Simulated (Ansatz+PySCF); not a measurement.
**doublet PH₃(+): levels of theory in one basis**

```xyz
4

P     0.2837    0.0000    0.0000
H    -0.0946    0.0097    1.3510
H    -0.0946   -1.1748   -0.6671
H    -0.0946    1.1651   -0.6838
```

Basis set: cc-pVTZ on H; cc-pV(T+d)Z on P (spherical functions). Frozen core: 5 orbitals. Correlation on ROHF uses semicanonical orbitals with singles. Charge 1, multiplicity 2.

Computed with Ansatz (development build ahead of 0.2.0); each method stands on the lowest determinant of its kind that the runs found.

```
      method  E − E(ROHF) (eV)  <S²> of the determinant
        ROHF              0.00                     0.75
         UHF             -0.08                     0.76
    ROHF-MP2             -3.61                        –
     UHF-MP2             -3.61                     0.76
ROHF-CCSD(T)             -4.46                        –
 UHF-CCSD(T)             -4.46                     0.76
```

Question: What does UHF-CCSD give on the same scale?

Answer: -4.34 eV.

Question: Is a single determinant a sound starting point here?

Answer: By this sign, yes. Unrestricted orbitals gain 0.08 eV and <S²> is 0.76 against 0.75 for a pure state.
